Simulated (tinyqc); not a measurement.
Inside a calculation. Method: extended Hueckel theory, for CH2-. The parameters take no account of the charge, which enters only through the electron count, and nothing here shows that the anion is bound. One step of it, computed by the program tinyqc.

Task: Orbitals. Solve H C = S C e through S^(-1/2); fill by pairs from the bottom, a degenerate level sharing its electrons equally; each orbital has its largest coefficient positive (the first on a tie).

H (eV), order 1C 2s, 1C 2px, 1C 2py, 1C 2pz, 2H 1s, 3H 1s:
```
[[-21.400000, 0.000000, 0.000000, 0.000000, -14.894248, -14.894248],
 [0.000000, -11.400000, 0.000000, 0.000000, 0.000000, 0.000000],
 [0.000000, 0.000000, -11.400000, 0.000000, -9.043741, 9.043741],
 [0.000000, 0.000000, 0.000000, -11.400000, -5.660820, -5.660820],
 [-14.894248, 0.000000, -9.043741, -5.660820, -13.600000, -3.059724],
 [-14.894248, 0.000000, 9.043741, -5.660820, -3.059724, -13.600000]]
```

overlap S, order 1C 2s, 1C 2px, 1C 2py, 1C 2pz, 2H 1s, 3H 1s:
```
[[1.000000, 0.000000, 0.000000, 0.000000, 0.486343, 0.486343],
 [0.000000, 1.000000, 0.000000, 0.000000, 0.000000, 0.000000],
 [0.000000, 0.000000, 1.000000, 0.000000, 0.413428, -0.413428],
 [0.000000, 0.000000, 0.000000, 1.000000, 0.258780, 0.258780],
 [0.486343, 0.000000, 0.413428, 0.258780, 1.000000, 0.128560],
 [0.486343, 0.000000, -0.413428, 0.258780, 0.128560, 1.000000]]
```

valence electrons = 7

Give: orbital energies; occupations; coefficients; sum of one-electron energies.

Result:

orbital energies (eV): [-23.6774, -15.6573, -12.2489, -11.4000, 5.2363, 15.6356]

occupations: [2.0000, 2.0000, 2.0000, 1.0000, 0.0000, 0.0000]

coefficients, order 1C 2s, 1C 2px, 1C 2py, 1C 2pz, 2H 1s, 3H 1s:
```
[[0.7248, 0.0000, -0.2986, 0.0000, 0.0000, 1.1369],
 [0.0000, 0.0000, 0.0000, 1.0000, 0.0000, 0.0000],
 [0.0000, 0.5297, 0.0000, 0.0000, 1.1683, 0.0000],
 [-0.0186, 0.0000, 0.8972, 0.0000, 0.0000, 0.6720],
 [0.2443, 0.4386, 0.1529, 0.0000, -0.8670, -0.9357],
 [0.2443, -0.4386, 0.1529, 0.0000, 0.8670, -0.9357]]
```

sum of one-electron energies = -114.5673 eV
